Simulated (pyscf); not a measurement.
`[AsH3]` + `[AlH]` [singlet] → `[AsH3]` + `[AlH]` [singlet] (four-centre exchange; singlet surface; As–H, Al–H broken, As–H, Al–H formed). Optimised with ωB97X-D3(BJ)/def2-SVP in PySCF. MP2 and CC: frozen core, UHF for open shells. ΔMP2 is the change of the MP2 total energy from the triple- to the quadruple-zeta basis. Energies in kJ/mol from the separated reactants.

```csv
level,barrier,reaction energy
ωB97X-D3(BJ)/def2-TZVP,43.6,0.0
PBE0-D3(BJ)/def2-TZVP,(withheld),0.0
M06-2X/def2-TZVP,36.0,0.0
ωB97M-D3(BJ)/def2-TZVP,56.7,0.0
HF/def2-TZVP,125.7,0.0
MP2/def2-QZVPP,54.1,0.0
CCSD(T)/def2-TZVPP + ΔMP2(QZVPP),(withheld),0.0
```

Some entries are withheld; supply them.


- PBE0-D3(BJ)/def2-TZVP, barrier: 25.5
- CCSD(T)/def2-TZVPP + ΔMP2(QZVPP), barrier: 57.9

On the reactant side the descent ends in a complex (not fully relaxed), 23.9 kJ/mol under the separated species and 67.4 kJ/mol under the saddle at ωB97X-D3(BJ)/def2-TZVP. On the product side the descent ends in a complex, 22.2 kJ/mol under the separated species and 65.8 kJ/mol under the saddle at ωB97X-D3(BJ)/def2-TZVP. At the saddle there is also a short Al–As contact that neither side keeps. One saddle was located; it need not be the lowest between these sides. The CCSD(T) − MP2 part came from Ansatz, without density fitting, on the same reference. The frozen core leaves the outer d or s,p core shells of the metals and heavy elements correlated in the MP2 and CC values, and def2-TZVPP describes them poorly, which can shift differences by a few kcal/mol. Elements up to Kr have no core potential and no relativistic terms here.
